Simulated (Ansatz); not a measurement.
This Ansatz (a program for electronic structure) input (wB97M-V/6-311++G(2d,2p)) gives -75.25703 Eh with 37 basis functions. A basis named .json is the Basis Set Exchange file of that set (core-valence sets with the plain set on hydrogen).

Ansatz 0.2 input:
```yaml
crystal:
  periodic: [false, false, false]
  atoms:
    - {symbol: O, position_ang: [-0.00000000, -0.00000000, -0.11563587]}
    - {symbol: H, position_ang: [0.00000000, 0.00000000, 0.92508692]}
basis:
  gaussian:
    orbitals: 6-311++G_2d_2p_.json
hamiltonian:
  xc: {name: wB97M-V}
total_charge: 1
magnetization: {spin_polarized: true, initial_magnetization: 2}
```

Change:
```diff
- orbitals: 6-311++G_2d_2p_.json
+ orbitals: def2-TZVPD
```

What does the run give now?

-75.26371 Eh (wB97M-V/def2-TZVPD, 49 functions), a change of -6.68 mEh.
